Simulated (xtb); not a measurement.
carbonyl sulfide (COS), SMILES C(=S)=O. All values are semi-empirical tight-binding results from xtb (GFN2-xTB unless named), good for trends rather than for accurate numbers. Coordinates come from a GFN2-xTB optimisation.

Optimised geometry:

```xyz
3

O      0.0000     0.0000    -1.6669
C      0.0000     0.0000    -0.5128
S      0.0000     0.0000     1.0258
```
Charge 0, spin multiplicity 1.

### Question
Estimate the properties. (Estimate from the structure and the level; the computed values follow.)

### Answer

The point group as xtb finds it is C∞v, the orbital gap comes out as 4.63 eV and the zero-point energy is 5.7 kcal/mol. The G − E(el) at 298.15 K (modified RRHO) is -8.4 kcal/mol and the static polarisability (D4 model) comes out as 33.9 bohr³. The solvation energy, GFN2-xTB/ALPB(water) is 3.0 kcal/mol and the solvation energy, GFN2-xTB/ALPB(thf) is -2.8 kcal/mol.

Computed atomic charges and the Wiberg bond orders between heavy atoms:
charges (e) O1 -0.19, C2 0.29, S3 -0.09. Bond orders O1–C2 2.02, O1–S3 0.42, C2–S3 1.92.
